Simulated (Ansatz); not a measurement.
# Al₂H₂ (triplet): PBE0, B3LYP, wB97X-V over a scan of the scale of all distances, 6-31G

How well do these functionals follow the top wave-function level for Al₂H₂ (triplet) over a scan of the scale of all distances?

Computed with Ansatz 0.2.0, Gaussian basis. Level: 6-31G, all electrons in the functionals.

Plan: PBE0, B3LYP, wB97X-V, at 0.871; 1.000; 1.118; 1.293; 1.503; 1.781; 1.994; 2.437.

17 further runs of the same task are left out: 12 that didn't finish, 5 set aside as unsound or not needed.

### Step 1. What is computed

The geometry derives from a PBE0/def2-TZVP stationary point (not a proven minimum). All distances are scaled together.

4 atoms, charge 0, spin multiplicity 3.

Atoms are counted from 1 here; the program's logs count them from 0.

Bond lengths: Al1–Al2 2.545 Å, Al1–H3 1.589 Å, Al1–H4 1.589 Å. Angles: Al2–Al1–H3 116.8°, Al2–Al1–H4 116.8°, H3–Al1–H4 126.5°.

Geometry (Å):

```xyz
4

Al    0.0000    0.0000   -1.2010
Al    0.0000    0.0000    1.3441
H     0.0000    1.4184   -1.9165
H     0.0000   -1.4184   -1.9165
```

No dispersion term is added; wB97X-V holds VV10 nonlocal correlation. B3LYP takes the VWN-RPA correlation.

The geometry shown and the zero of energy belong to the point 1.000. The yardstick, FCI, and other wave-function levels (R restricted, U unrestricted, valence and pair active spaces) come from earlier runs.

### Step 2. PBE0, 0.871

Input file in.yaml:

```yaml
crystal:
  periodic: [false, false, false]
  atoms:
    - {symbol: Al, position_ang: [0.000000, 0.000000, -1.046034]}
    - {symbol: Al, position_ang: [0.000000, 0.000000, 1.170748]}
    - {symbol: H, position_ang: [0.000000, 1.235426, -1.669235]}
    - {symbol: H, position_ang: [0.000000, -1.235426, -1.669235]}
basis:
  gaussian: {orbitals: 6-31G}
magnetization: {spin_polarized: true, initial_magnetization: 2}
hamiltonian: {xc: {name: PBE0}}
output: {forces: true, orbitals: {seedname: orbitals}}
```

On the command line:

```
$ ansatz run in.yaml --threads 1 --pin off --events-out ev --progress --plain --max-ram 2393MiB
```

After this run come: PBE0, 1.000; PBE0, 1.118; PBE0, 1.293; PBE0, 1.503; PBE0, 1.781; PBE0, 1.994; PBE0, 2.437; B3LYP, 0.871; B3LYP, 1.000; B3LYP, 1.118; B3LYP, 1.293; B3LYP, 1.503; B3LYP, 1.781; B3LYP, 1.994; B3LYP, 2.437; wB97X-V, 0.871; wB97X-V, 1.000; wB97X-V, 1.118; wB97X-V, 1.293; wB97X-V, 1.503; wB97X-V, 1.781; wB97X-V, 1.994; wB97X-V, 2.437.

Q: Predict the results of all the runs planned. Wanted: span of the FCI curve; largest miss, PBE0; largest miss, B3LYP; largest miss, wB97X-V.

The runs gave:

| quantity | value |
| --- | --- |
| span of the FCI curve | 5.029 eV |
| largest miss, PBE0 | +1.207 eV (2.437) |
| largest miss, B3LYP | +0.873 eV (2.437) |
| largest miss, wB97X-V | +1.184 eV (2.437) |

**Reading.** Of the functionals, B3LYP keep the smallest largest miss at the points compared (at most 0.873 eV) and PBE0 strays most (1.207 eV, at 2.437). PBE0, B3LYP, wB97X-V clearly break the spin symmetry at some points (⟨S²⟩ up to 0.88 above the pure value), so energy there is bought with a mixed spin. Functionals and the yardstick converge differently with the basis, so part of each miss in 6-31G is the basis.
